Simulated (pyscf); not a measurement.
H₂Ga–BiH₂ (SMILES [GaH2][BiH2]) + H₂ (SMILES [H][H]) -> BiH₃ (SMILES [BiH3]) + GaH₃ (SMILES [GaH3]), a four-centre exchange (singlet surface; Bi–Ga, H–H broken, Bi–H, Ga–H formed). Single points on ωB97X-D3(BJ)/def2-SVP structures (PySCF, gas phase). Energies in kcal/mol from the separated reactants.

Small-basis levels: PySCF, no dispersion term, spherical d functions. 

### Question
Quick HF/6-31G*+LANL2DZ single points give ΔE‡ = 49.3 kcal/mol and ΔE = +8.6 kcal/mol. What does ωB97M-D3(BJ)/def2-TZVP give, and how far is the quick result from it?

### Answer
ωB97M-D3(BJ)/def2-TZVP gives ΔE‡ = 27.1 kcal/mol and ΔE = +11.8 kcal/mol. HF/6-31G*+LANL2DZ lies 22.2 kcal/mol over it in the barrier and 3.2 kcal/mol under it in the reaction energy, so on this step it does not hold to within 3.0 kcal/mol. ωB97M-D3(BJ)/def2-TZVP has limits of its own. On the product side the descent ends in an adduct with a Bi–Ga contact (not fully relaxed), 10.7 kcal/mol under the separated species and 20.1 kcal/mol under the saddle at ωB97X-D3(BJ)/def2-TZVP. What is counted as broken (Bi–Ga) persists as a longer contact in the product adduct; parting that adduct is a step of its own. At the saddle there is also a short Ga–H contact that neither side keeps. This is the saddle that the search found; another between the same sides may lie lower. In the def2 sets elements up to Kr have no core potential. In the def2 sets elements past Kr carry core potentials, without spin-orbit coupling.
